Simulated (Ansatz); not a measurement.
Run this with Ansatz's Python interface and show what comes out.

The script, `relaxed_scan_bclh4si.py`:
```python
"""Relaxed scan of one distance in BClH4Si."""

import ansatz as az
import numpy as np

BASIS_SET = "def2-SVP"
FUNCTIONAL = "hf"

geometry_ang = [
    ("Si", [-0.61317, 0.47656, -0.27237]),
    ("B", [0.86071, -0.57118, 0.5298]),
    ("Cl", [1.55591, -1.86025, -0.32512]),
    ("H", [-1.79858, -0.34572, -0.55233]),
    ("H", [-0.23821, 1.08915, -1.55406]),
    ("H", [-1.08129, 1.57801, 0.57698]),
    ("H", [1.31462, -0.36656, 1.5971]),
]
mol = az.Crystal.molecule()
for symbol, xyz in geometry_ang:
    mol = mol.atom(symbol, xyz)

model = mol.calculation()
model = model.basis(gaussian=BASIS_SET)
model = model.functional(FUNCTIONAL)
symbols = [site.symbol for site in mol.cartesian_sites]
pairs = [(0, 1), (0, 3), (0, 4), (0, 5), (1, 2), (1, 6)]
print("held (A)   E (eV)        ", "  ".join(f"{symbols[i]}{i}-{symbols[j]}{j}" for i, j in pairs))
for length in [1.35, 1.47, 1.58, 1.76, 1.98]:
    data = model.relax(constraints=[az.DistanceConstraint((0, 5), at=length)], force_tolerance=0.02, max_steps=60).run(threads=1, backend="cpu").report
    xyz = np.array(data["positions_ang"])
    print(f"{length:6.2f} {data['free_energy_ev']:14.5f}  ", "  ".join(f"{np.linalg.norm(xyz[i] - xyz[j]):.3f}" for i, j in pairs))
```

Running `python relaxed_scan_bclh4si.py` prints:
```text
held (A)   E (eV)         Si0-B1  Si0-H3  Si0-H4  Si0-H5  B1-Cl2  B1-H6
DeckWarning: relax.constraints: the input's atoms, or those drawn, lie off the distances that are held; a relaxation that starts there is brought onto them ahead of its first SCF, by positions alone, an atom by 5.88e-2 Å at the most. With the symmetry [...]
  1.35   -21094.11567   2.046  1.487  1.487  1.350  1.765  1.196
  1.47   -21094.32404   2.045  1.485  1.485  1.470  1.765  1.195
  1.58   -21094.24833   2.044  1.484  1.483  1.580  1.764  1.195
  1.76   -21093.82113   2.042  1.481  1.481  1.760  1.763  1.194
  1.98   -21093.07218   2.038  1.479  1.478  1.980  1.763  1.193
```
(Warnings from the package without file and line, shortened, repeats left out.)

Notes:
- Total energies depend on the basis set; only differences at equal settings carry meaning.
- The energies are electronic: no zero-point or thermal terms, and the basis set is short of its limit.
- It ran for 32 s on 1 thread of AMD EPYC 7B13 (Zen 3), on a shared host, peak memory 0.2 GiB.
